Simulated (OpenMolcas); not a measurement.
## A ladder of methods for C2H7Al (SMILES [CH3][AlH][CH3])

C2H7Al has 10 atoms, charge 0, and is taken as a singlet. As SMILES, `[CH3][AlH][CH3]`. The shape is that of a PBE0-D4/def2-TZVP optimisation.

```tsv
atom	x (Å)	y (Å)	z (Å)
C	-1.2191	0.9236	-0.7833
Al	0.4968	0.0218	-0.5364
C	0.9039	-0.9490	1.1097
H	-2.0540	0.2332	-0.6212
H	-1.3370	1.3685	-1.7738
H	-1.3403	1.7237	-0.0436
H	1.6057	0.0788	-1.6812
H	0.0690	-0.9800	1.8140
H	1.2019	-1.9809	0.8943
H	1.7563	-0.4909	1.6245
```

Each level gives the energy change with the C3–H9 bond stretched from 1.095 to 1.260 Å (eV). The values are calculated.

| level | kind | program | value (eV) | less CCSD(T)/def2-SVPD | CPU time (all runs) |
| --- | --- | --- | --- | --- | --- |
| HF/def2-SVPD (restricted) | Hartree–Fock | OpenMolcas | 0.35 | +0.07 | 47 s |
| PBE/def2-SVPD (restricted) | GGA | OpenMolcas | 0.26 | -0.02 | 2.6 min |
| TPSS/def2-SVPD (restricted) | meta-GGA | OpenMolcas | 0.27 | -0.01 | 3 min |
| B3LYP/def2-SVPD (restricted) | global hybrid | OpenMolcas | 0.29 | +0.01 | 2.5 min |
| M06-2X/def2-SVPD (restricted) | hybrid meta-GGA | OpenMolcas | 0.31 | +0.03 | 3 min |
| PBE0/def2-SVPD (restricted) | global hybrid | OpenMolcas | 0.30 | +0.02 | 2.4 min |
| B2PLYP/def2-SVPD (restricted) | double hybrid | OpenMolcas | 0.30 | +0.02 | 1.9 min |
| CCSD(T)/def2-SVPD (Cholesky decomposition) (restricted) | coupled cluster or CI | OpenMolcas | 0.28 | 0.00 | 18 min |

CCSD(T)/def2-SVPD (Cholesky decomposition) (restricted) is the highest level here, not the true value. The first shape isn't each level's own minimum. The values span 0.26 to 0.35 eV. CPU times are rough (shared hosts, several kinds of processor): they show what a rung costs within a factor of a few.
